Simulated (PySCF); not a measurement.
Level of theory and gas-phase deprotonation enthalpies: hydrazine

Structure: `NN` (H4N2). Atom numbers as in the mapped SMILES `[NH2:1][NH2:2]`.

All levels share the PBE0-D3(BJ)/ma-def2-SVP structures and the PBE0-D3(BJ)/ma-def2-SVP thermal terms; only the single-point energies (PySCF) change. Values are gas-phase deprotonation enthalpies (298 K, kJ/mol).

| level | N1 | abs. error | time |
| --- | --- | --- | --- |
| MP2/ma-def2-TZVP | 1678 | 0.9 | 2.1 s |
| M06-2X/ma-def2-TZVP | 1686 | 8.1 | – |
| CCSD(T)/ma-def2-TZVP | 1689 | 11.2 | 32 s |
| HF/ma-def2-TZVP | 1730 | 52.5 | 0.53 s |
| ATcT 1.112 | 1678 |  |  |

Times are wall times for all single points of a level on 1 thread of Arm Neoverse V1, a shared host; the dash marks the run that also made the structures.

Hartree-Fock leaves out electron correlation, so its deprotonation energies can be off by tens of kJ/mol.

The spread: 52 kJ/mol, from 1678 to 1730.

---

How the method moves the gas-phase deprotonation enthalpies of hydrazinium(1+)

Structure: `N[NH3+]` ([H5N2]+). Atom numbers as in the mapped SMILES `[NH2:1][NH3+:2]`.

All levels share the PBE0-D3(BJ)/ma-def2-SVP structures and the PBE0-D3(BJ)/ma-def2-SVP thermal terms; only the single-point energies (PySCF) change. Values are gas-phase deprotonation enthalpies (298 K, kJ/mol).

| level | N2 | N1 | time |
| --- | --- | --- | --- |
| MP2/ma-def2-TZVP | 859 | 1047 | 3.8 s |
| CCSD(T)/ma-def2-TZVP | 867 | 1053 | 57 s |
| PBE0-D3(BJ)/ma-def2-TZVP | 869 | 1054 | – |
| HF/ma-def2-TZVP | 881 | 1080 | 0.91 s |

Times are wall times for all single points of a level on 1 thread of Arm Neoverse V1, a shared host; the dash marks the run that also made the structures.

Hartree-Fock leaves out electron correlation, so its deprotonation energies can be off by tens of kJ/mol.

The widest spread is that of N1: 33 kJ/mol, from 1047 to 1080.

---

# How the method moves the gas-phase deprotonation enthalpies of methanol

Structure: `CO` (CH4O). Atom numbers as in the mapped SMILES `[CH3:1][OH:2]`.

All levels share the PBE0-D3(BJ)/ma-def2-SVP structures and the PBE0-D3(BJ)/ma-def2-SVP thermal terms; only the single-point energies (PySCF) change. Values are gas-phase deprotonation enthalpies (298 K, kJ/mol).

```csv
level,O2,C1,mean abs. error,time
MP2/ma-def2-TZVP,1586,1728,10.2,3.2 s
M06-2X/ma-def2-TZVP,1594,1731,4.9,–
CCSD(T)/ma-def2-TZVP,1598,1735,1.7,47 s
HF/ma-def2-TZVP,1632,1772,34.8,0.82 s
ATcT 1.112,1601,1734,,
```

Times are wall times for all single points of a level on 1 thread of Arm Neoverse V1, a shared host; the dash marks the run that also made the structures.

Hartree-Fock leaves out electron correlation, so its deprotonation energies can be off by tens of kJ/mol.

The widest spread is that of O2: 46 kJ/mol, from 1586 to 1632.
